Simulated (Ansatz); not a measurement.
Antiferromagnetic (type II) rock-salt MnS was calculated with PBE0-D3(BJ) (Ansatz, a first-principles code, plane waves, PAW).

Excerpt of the program's output:

```
Relaxation: its limit of steps is 80 (relax.max_steps)
Crystal: 4 atoms, lattice volume = 65.567 Å³
Basis set: ecut = 460 eV, 1467 PW (Γ), FFT grids on a1−a3, a2−a3, a3, exchange–correlation on 54×54×90 points (8 copies of the dense FFT grid, shifted against one another)
Bands: 32, of which v1, the nominal top of the filled ones, is band 21 counted from 1 (20 counted from 0)
Symmetry: 12 space group operations
Space group: R-3m (ITA 166), of the structure as read, at distance tolerance 4.0e-5 Å
k-points: 65 of 512
Initial density: superposition of atomic densities (chi_scale 0.1, normalization cell, long waves kept (reshape's long-wave potential 0.00 eV rms))
Functional: x = pbe(κ = 0.804, μ = 0.2195149727645171), c = pbe(β = 0.06672455060314922), warm-up for x = 0.75 pbe(κ = 0.804, μ = 0.2195149727645171) + 0.25 exact, c = pbe(β = 0.06672455060314922)
spin=Collinear: Kerker preconditioning applied to the charge; magnetization (m = ρ↑ − ρ↓) channel mixes plain (no charge-response kernel on spin).
SCF 1 converged in 16 iterations: F = -9605.814784 eV  dr2 = 2.23e-11
Crystal: 4 atoms, lattice volume = 65.567 Å³
Initial density: handed on by an earlier stage of this run
Functional: x = 0.75 pbe(κ = 0.804, μ = 0.2195149727645171) + 0.25 exact, c = pbe(β = 0.06672455060314922)
Crystal: 4 atoms, lattice volume = 65.567 Å³
  ...
SCF 4 converged in 6 iterations: F = -9608.362427 eV  dr2 = 4.64e-12
WARN: dispersion: an atom stands within reach of a switch of its C6 between two reference coordination numbers of its element …
Crystal: 4 atoms, lattice volume = 65.567 Å³
Crystal: 4 atoms, lattice volume = 65.567 Å³
SCF 6 converged in 5 iterations: F = -9608.362435 eV  dr2 = 7.92e-12
Crystal: 4 atoms, lattice volume = 65.567 Å³
SCF 7 converged in 2 iterations: F = -9608.362435 eV  dr2 = 1.47e-11
WARN: dispersion: an atom stands within reach of a switch of its C6 between two reference coordination numbers of its element …
Crystal: 4 atoms, lattice volume = 65.567 Å³
SCF 8 converged in 5 iterations: F = -9608.362438 eV  dr2 = 6.94e-12
Crystal: 4 atoms, lattice volume = 65.567 Å³
SCF 9 converged in 2 iterations: F = -9608.362438 eV  dr2 = 1.68e-12
WARN: dispersion: an atom stands within reach of a switch of its C6 between two reference coordination numbers of its element …
Magnetization: 0.0000 μB (21.0000 up, 21.0000 down)
Free energy (F): -9608.362438 eV
Internal energy: -9608.362438 eV  (E = F + TS)
E sigma→0 (E₀):  -9608.362438 eV
Fermi energy:    11.608623 eV
--- Forces (eV/Å), atoms counted from 1 ---
  atom   1  Mn    -0.00000000     0.00000000    -0.00000000
  atom   2  Mn    -0.00000000     0.00000000    -0.00000000
  atom   3  S      0.00000083     0.00000083     0.00000083
  atom   4  S     -0.00000083    -0.00000083    -0.00000083
--- Stress (GPa, compression-positive) ---
        2.430271       0.008502       0.008502
        0.008502       2.430271       0.008502
        0.008502       0.008502       2.430271
  P = ⅓ Tr σ = 2.4303 GPa (24.303 kbar)
```

### Question
Write an input file that could have produced this run (the log leaves some choices open).

### Answer
This is not unique; one that fits is 
Ansatz 0.2 input:
```yaml
crystal:
  lattice:
    - [5.0704504291, 2.5251826128, 2.5251826128]
    - [2.5251826128, 5.0704504291, 2.5251826128]
    - [2.5251826128, 2.5251826128, 5.0704504291]
  atoms:
    - { symbol: Mn, position: [0.0, 0.0, 0.0], spin: 5.0 }
    - { symbol: Mn, position: [0.5, 0.5, 0.5], spin: -5.0 }
    - { symbol: S, position: [0.2499999998, 0.2499999998, 0.2499999998], spin: 0.0 }
    - { symbol: S, position: [0.7500000002, 0.7500000002, 0.7500000002], spin: 0.0 }
basis:
  ecutwfc: 460
  ecutrho_ratio: 4
  xc_grid: 2
kpoints:
  mp_grid: { grid: [8, 8, 8] }
hamiltonian:
  xc: pbe0
  dispersion: d3bj
  pseudopotentials: { kind: paw }
scf:
  occupations: { method: fermi_dirac, width: 0.01 }
output:
  forces: true
  stress: true
  eigenvalues: true
magnetization:
  spin_polarized: true
relax:
  f_tol: 0.01
  escape_saddle: false
  max_steps: 80
  cell: { stress_tol: 0.05, fix: [volume] }
```

The cell is one volume of an energy–volume scan, off the minimum.

The PAW data were made under PBE.

Note: a distance lies near a switch of the dispersion term, which can move the cell.
